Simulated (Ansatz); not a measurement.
Basis-set extrapolation for `S=C1SCCS1` (PBE0-D4/def2-TZVP geometry, frozen core, Ansatz 0.2.0). Multiplicity 1, RHF reference.

```tsv
	def2-TZVPP	def2-QZVPP
HF	-1308.587099	-1308.625643
MP2 correlation	-1.013101	-1.091097
CCSD(T) correlation	-1.117980	not run
```

Energies in hartree. Use E(X) = E(∞) + A·exp(−7.88·√X) for Hartree–Fock and E(X) = E(∞) + B·X^(−2.97) for correlation, with X = 3 and 4, and add CCSD(T) minus MP2 of the smaller set to the MP2 limit.

What is the CCSD(T) energy at the basis-set limit?

HF limit: -1308.625643 + (-0.038544) × 0.13774 = -1308.63095. MP2 limit: -1.091097 + (-0.077996) × 0.74074 = -1.14887. Higher-order term: -1.117980 − (-1.013101) = -0.10488. Total: -1309.88470 hartree, 4.89 eV below CCSD(T)/def2-TZVPP.
